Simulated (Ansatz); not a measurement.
# CH5AlN: the cost of one run

All numbers below are computed with Ansatz 0.2.0 (RKS PBE0-D4/STO-3G).

**1. The starting structure**

Bond lengths: N1–C2 1.275 Å, C2–Al3 2.112 Å, N1–H4 1.033 Å, N1–H5 1.023 Å, C2–H6 1.094 Å, Al3–H7 1.540 Å, Al3–H8 1.528 Å. Angles: N1–C2–Al3 109.3°, N1–C2–H6 116.0°, Al3–C2–H6 134.7°, C2–N1–H4 118.7°, C2–N1–H5 125.2°, H4–N1–H5 116.1°, C2–Al3–H7 102.2°, C2–Al3–H8 127.4°, H7–Al3–H8 130.4°.

Coordinates:

```xyz
8

N    -0.4816    0.9507   -0.7028
C    -0.3428    0.5743    0.5077
Al    0.6718   -1.2778    0.5501
H    -0.1046    0.3515   -1.4549
H    -0.9397    1.8151   -1.0036
H    -0.7554    1.2430    1.2691
H     0.9029   -1.5567   -0.9466
H     1.0495   -2.1001    1.7811
```

**2. End point A**

input.yaml

```yaml
crystal:
  periodic: [false, false, false]
  atoms:
    - { symbol: "N", position_ang: [-0.48161, 0.95073, -0.70281] }
    - { symbol: C, position_ang: [-0.34284, 0.57428, 0.5077] }
    - { symbol: Al, position_ang: [0.67177, -1.2778, 0.55013] }
    - { symbol: H, position_ang: [-0.10457, 0.35152, -1.45493] }
    - { symbol: H, position_ang: [-0.93974, 1.81509, -1.00359] }
    - { symbol: H, position_ang: [-0.75536, 1.24302, 1.26905] }
    - { symbol: H, position_ang: [0.90286, -1.55671, -0.94661] }
    - { symbol: H, position_ang: [1.04948, -2.10012, 1.78107] }
total_charge: 1
basis:
  gaussian: { orbitals: STO-3G }
hamiltonian:
  xc: pbe0
  dispersion: d4
relax:
  f_tol: 0.015
  max_steps: 40
output:
  orbitals: {}
```

On the command line:

```sh
$ ansatz run input.yaml --threads 1 --pin off --max-ram 2048MiB --backend cpu --events-out ev --progress --plain --runs-dir out
```

Q: Estimate wall time and peak memory on 1 thread of an x86-64 CPU, shared host.

About 7.3 s, with a peak of 0.13 GiB.
